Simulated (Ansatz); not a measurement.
**C2 (singlet): the correlation ladder at distance C1–C2 = 1.004 Å, 6-31G**

How much of the correlation energy of C2 (singlet) does each wave-function method recover here?

Computed with Ansatz 0.2.0, Gaussian basis. Level: 6-31G, core rule «outside noble gas», up to 2 orbitals frozen.

To be run: UHF; CCSD(T) on RHF; CCSD(T) on UHF; BCCD(T) on RHF; CISD; CCSDT(Q) on RHF; CCSDT(Q) on UHF; CISDTQ; CCSDTQ on RHF; CCSDTQ on UHF; CASSCF and MRCISD+Q, 2 electrons in 2 orbitals; CASSCF and NEVPT2, 2 electrons in 2 orbitals; CASSCF and MRCISD+Q, 8 electrons in 8 orbitals; CASSCF and NEVPT2, 8 electrons in 8 orbitals; Full CI.

33 further runs of the same task are left out: 6 for a known fault of the program, 25 that didn't finish, 2 set aside as unsound or not needed.

## 1. What is computed

The geometry derives from a PBE0/def2-TZVP stationary point (not a proven minimum). One bond is set to the value named and the two fragments are kept rigid.

2 atoms, charge 0, spin multiplicity 1.

Atoms are counted from 1 here; the program's logs count them from 0.

Bond lengths: C1–C2 1.004 Å.

## 2. UHF

The input, in.yaml:

```yaml
crystal:
  periodic: [false, false, false]
  atoms:
    - {symbol: C, position_ang: [0.000000, 0.000000, 0.000000]}
    - {symbol: C, position_ang: [0.000000, 0.000000, 1.004000]}
basis:
  gaussian: {orbitals: 6-31G}
magnetization: {spin_polarized: true, initial_magnetization: 0}
hamiltonian: {xc: hf}
output: {orbitals: {seedname: orbitals}}
```

On the command line:

```bash
$ ansatz run in.yaml --threads 1 --pin off --events-out ev --progress --plain --max-ram 2393MiB
```

After this run come: CCSD(T) on RHF; CCSD(T) on UHF; BCCD(T) on RHF; CISD; CCSDT(Q) on RHF; CCSDT(Q) on UHF; CISDTQ; CCSDTQ on RHF; CCSDTQ on UHF; CASSCF and MRCISD+Q, 2 electrons in 2 orbitals; CASSCF and NEVPT2, 2 electrons in 2 orbitals; CASSCF and MRCISD+Q, 8 electrons in 8 orbitals; CASSCF and NEVPT2, 8 electrons in 8 orbitals; Full CI.

**Question.** What will the summary of the whole plan be? Wanted: FCI from the RHF energy; RMP2 from FCI; UMP2 from FCI; RCCSD from FCI; RCCSD(T) from FCI; UCCSD(T) from FCI; RCCSDT(Q) from FCI; UCCSDT(Q) from FCI; NEVPT2 pair from FCI.

**Answer**, as computed:

```
                         quantity                                                                                            value
          FCI from the RHF energy                                                                                       -7.6250 eV
                    RMP2 from FCI                                                                                  +25.21 kcal/mol
                    UMP2 from FCI                                                                                  +23.33 kcal/mol
                   RCCSD from FCI                                                                                  +11.98 kcal/mol
                RCCSD(T) from FCI                                                                                   -1.42 kcal/mol
                UCCSD(T) from FCI                                                                                   +5.04 kcal/mol
               RCCSDT(Q) from FCI                                                                                   -0.68 kcal/mol
               UCCSDT(Q) from FCI                                                                                   +0.83 kcal/mol
             NEVPT2 pair from FCI                                                                                  +16.34 kcal/mol
           MRCISD+Q pair from FCI                                                                                   -0.40 kcal/mol
          NEVPT2 valence from FCI                                                                                   +7.50 kcal/mol
levels within 1 kcal/mol (43 meV)  RCCSDT, RCCSDT(Q), UCCSDT(Q), RCCSDTQ, UCCSDTQ, MRCISD+Q pair, MRCISD valence, MRCISD+Q valence
                    T1 diagnostic                                                                                            0.032
   effectively unpaired electrons                                                                                             1.46
```

What this shows: RCCSD(T) misses by -1.42 kcal/mol, 0.8 % of the correlation energy. CCSD(T) misses by -1.42 kcal/mol on the restricted determinant and by +5.04 kcal/mol on the unrestricted one; the two need not hold the same state or core. RCCSD(T), BCCD(T), RCCSDT(Q), MRCISD+Q pair fall below full CI, which methods that aren't variational can do. With 1.5 effectively unpaired electrons against 0 the state is strongly multireference. Coupled cluster on one determinant still stays close here. Of the multireference levels listed MRCISD+Q valence comes nearest in total energy (+0.27 kcal/mol), which doesn't show that its space is the better one. These misses are within one basis, not against nature.
